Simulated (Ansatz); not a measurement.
We consider zinc-blende MgTe (metastable phase), described by rVV10 in Ansatz (PAW).

Settings: plane-wave cutoff 520 eV, 10×10×10 k mesh, Fermi–Dirac smearing 0.01 eV, scalar-relativistic PAW data made under PBE.

Pressure at four volumes; x = ln(V/34.341 Å³). One pressure is withheld.

```tsv
V (Å³/atom)	x	P (GPa)
32.281	-0.0619	?
32.967	-0.0408	1.558
34.341	0.0000	0.000
36.401	0.0583	-1.806
```

Question: Pass a parabola P(x) through the three rows shown, estimate the bulk modulus and its pressure derivative near zero pressure, and predict the withheld pressure.

Answer: Slopes between the rows: (0.000 − (1.558))/(0.0000 − (-0.0408)) = -38.19 and (-1.806 − (0.000))/(0.0583 − (0.0000)) = -30.98 GPa. Their difference over the span 0.0991 is c = 7.21/0.0991 = 72.8 GPa, so P(x) = 1.558 + (-38.19)(x − (-0.0408)) + 72.8 (x − (-0.0408))(x − (0.0000)). At the middle row B = −dP/dx = −[-38.19 + 72.8 × 0.0408] = 35.2 GPa, and B′ = dB/dP = 2c/B = 4.1. At x = -0.0619 the parabola gives 2.459 GPa; the run gives 2.467 GPa. The Birch–Murnaghan fit to the energies at all volumes has B0 = 35.0 GPa and B′ = 4.2.

Spin–orbit coupling is not included.

Ansatz is a quantum-chemistry and plane-wave program.
